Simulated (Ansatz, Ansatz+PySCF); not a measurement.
```json
{"atom": "C", "x (Å)": "0.0000", "y (Å)": "0.0000", "z (Å)": "-0.4772"}
{"atom": "C", "x (Å)": "0.0000", "y (Å)": "1.3283", "z (Å)": "0.2117"}
{"atom": "C", "x (Å)": "0.0000", "y (Å)": "-1.3283", "z (Å)": "0.2117"}
{"atom": "H", "x (Å)": "0.0000", "y (Å)": "0.0000", "z (Å)": "-1.6620"}
{"atom": "H", "x (Å)": "0.0000", "y (Å)": "2.3372", "z (Å)": "-0.3986"}
{"atom": "H", "x (Å)": "0.0000", "y (Å)": "1.4024", "z (Å)": "1.3909"}
{"atom": "H", "x (Å)": "0.0000", "y (Å)": "-2.3372", "z (Å)": "-0.3986"}
{"atom": "H", "x (Å)": "0.0000", "y (Å)": "-1.4024", "z (Å)": "1.3909"}
```

UHF-MP2 on doublet C3H5 was run in several spherical basis sets with Ansatz (development build ahead of 0.2.0). Frozen core: 3 orbitals. Caution for UHF-MP2: the unrestricted determinant is spin contaminated.

Rank the basis sets by the total energy that they give, lowest first, with the distance from the lowest.
A. 6-31G(d)
B. def2-SVP
C. def2-TZVP
D. cc-pVDZ

C (0.00 eV), D (2.61 eV), A (3.98 eV), B (5.26 eV).

Totals follow the description of the cores as much as that of the bonds, so this order isn't one of quality for chemistry.
